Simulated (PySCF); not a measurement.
# Stretching PO

Set-up: basis P def2-TZVP, O def2-TZVP; no relativity; PySCF 2.14. Energies in eV from P + O in their ground configurations at the same level. State: ²Π (doublet), unpaired electrons π ↑.

```csv
R (Å),PBE0
1.269,-3.927
1.328,-5.071
1.387,-5.703
1.432,-5.927
1.476,-5.990
1.520,-5.927
1.579,-5.698
1.653,-5.250
1.742,-4.572
1.860,-3.554
```

Put a parabola through the three lowest points of the PBE0 curve and estimate Re, k and ωe (reduced mass 10.55 u; 1 eV/Å² = 0.16022 mdyn/Å; ωe = 1302.8·√(k/μ) cm⁻¹).

Through R = 1.432, 1.476, 1.52 Å the second-order coefficient is 32.5 eV/Å², so Re ≈ 1.476 Å, k ≈ 10.4 mdyn/Å and ωe ≈ 1295 cm⁻¹. A polynomial fit of higher order to the unrounded PBE0 energies gives Re = 1.474 Å, k = 10.3 mdyn/Å, ωe = 1288 cm⁻¹; anharmonicity and rounding make the difference.

The higher-order fit for each curve: PBE0: Re = 1.474 Å, ωe = 1288 cm⁻¹, De = 5.99 eV.

The state was picked by a PBE0 search and need not be the measured ground state.
